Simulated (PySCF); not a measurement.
**NP: calculation and literature**

Cartesian coordinates in Å; atom numbers follow the order of the lines, from 1:
```xyz
2

N    -0.674   -0.289    0.067
P     0.692    0.260   -0.080
```

Published values to compare with: σ 15N N1 -349.0; σ 31P P2 53.0 ppm (measured; gas; G. L. Stoychev, PhD thesis, Univ. Bonn 2021 (Stoychev, Auer, Izsak, Neese, JCTC 2018, 14, 619)).
δ 31P P2 275.0 ppm (measured; gas; S. K. Latypov et al., Phys. Chem. Chem. Phys. 2015 (author manuscript)).
σ 15N N1 -344.7; σ 31P P2 51.6 ppm (CCSD(T)/pcSseg-4; gas (isolated, no vibration); G. L. Stoychev, PhD thesis, Univ. Bonn 2021 (Stoychev, Auer, Izsak, Neese, JCTC 2018, 14, 619)).
σ 15N N1 -345.5; σ 31P P2 55.3 ppm (CCSD(T)/cc-pCVQZ; gas (isolated, no vibration); M. Glasbrenner, PhD thesis, LMU Munich (RPA NMR shieldings paper, SI)).

Calculated, not measured (PySCF 2.14.0 with density-fitted response routines): geometry: PBE0-D3(BJ)/def2-TZVP, NMR shieldings at B97-2/pcSseg-2/GIAO. A single conformation, isolated molecule, no relativistic terms.

Task: What does the calculation give, and how does it compare?

Result: 
Reference values: measured (gas; G. L. Stoychev, PhD thesis, Univ. Bonn 2021 (Stoychev, Auer, Izsak, Neese, JCTC 2018, 14, 619)).
```csv
atoms,quantity,reference,computed
N1,σ 15N,-349.0,-409.5
P2,σ 31P,53.0,-30.4
```

Reference values: measured (gas; S. K. Latypov et al., Phys. Chem. Chem. Phys. 2015 (author manuscript)).
```tsv
atoms	quantity	reference	computed	computed, scaled
P2	δ 31P vs 85 % H3PO4	275.0	347.6	316.4
```

Reference values: CCSD(T)/pcSseg-4 (gas (isolated, no vibration); G. L. Stoychev, PhD thesis, Univ. Bonn 2021 (Stoychev, Auer, Izsak, Neese, JCTC 2018, 14, 619)).
```tsv
atoms	quantity	reference	computed
N1	σ 15N	-344.7	-409.5
P2	σ 31P	51.6	-30.4
```

Reference values: CCSD(T)/cc-pCVQZ (gas (isolated, no vibration); M. Glasbrenner, PhD thesis, LMU Munich (RPA NMR shieldings paper, SI)).
```json
{"atoms": "N1", "quantity": "σ 15N", "reference": "-345.5", "computed": "-409.5"}
{"atoms": "P2", "quantity": "σ 31P", "reference": "55.3", "computed": "-30.4"}
```

Absolute shieldings are compared as such; zero-point and thermal motion, absent here, lowers them by some tenths of a ppm for H, a few ppm for C and up to about 10 ppm for F.

Computed shifts are σ(ref) − σ with the named reference compound (TMS for H and C) calculated as an isolated molecule at the same level. The measured values may be among those fitted. Shieldings were converted by a linear fit to measured shifts: 31P (scatter 17.1 ppm rms vs H3PO4, solution or neat liquid). Occasional misses reach two or three times the rms, and more in compound classes unlike the fitted ones.

Task: How far are the unscaled 15N shieldings from the references?

Result: Mean signed difference -63.10 ppm, mean absolute 63.10 ppm over 3 comparisons; the largest is -64.8 ppm at N1 (nitrogen bonded to P).

Task: How far are the unscaled 31P shieldings from the references?

Result: Mean signed difference -83.70 ppm, mean absolute 83.70 ppm over 3 comparisons; the largest is -85.7 ppm at P2 (phosphorus bonded to N).

7 of the 22 published NMR values on file for this molecule are compared. The rest: values from further sources, other calculations.
